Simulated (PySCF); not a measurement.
# Gas-phase thermal properties of COOH

Computed with PySCF (xtb for GFN2) and rigid-rotor harmonic-oscillator thermochemistry at 1 bar. The comparison is the NASA 1993 polynomial table, which mixes measured and estimated data. 6-31G* has spherical d functions here. Open shells (unrestricted): COOH (multiplicity 2). GFN2 has no spin-polarisation term. B3LYP is the form with VWN-RPA correlation. The harmonic model lacks anharmonicity and excited electronic states, which grow with temperature; levels with a mode under 35 cm⁻¹ are left out. Internal rotation in COOH is treated as a harmonic vibration of one conformer, which makes the entropy rough. The table's entry may be an old estimate for COOH (not checked at source).

```tsv
level	point group	σ	ZPE (kJ/mol)	S°298 (J/mol/K)	Cp298 (J/mol/K)	S°1000 (J/mol/K)	H1000 − H298 (kJ/mol)
table	-	-	-	251.7	43.6	319.8	41.2
B3LYP/6-31G*	Cs	1	53.8	251.8	43.7	319.4	41.0
GFN2-xTB	Cs	1	50.6	251.6	44.1	319.9	41.4
HF/6-31G*	Cs	1	59.8	250.5	42.2	315.9	39.6
PBE/def2-SVP	Cs	1	52.5	251.9	44.0	320.1	41.3
PBE0/def2-TZVP	Cs	1	54.8	251.4	43.6	318.8	40.8
```
σ: rotational symmetry number. Electronic degeneracy used: 2. Frequencies are unscaled.
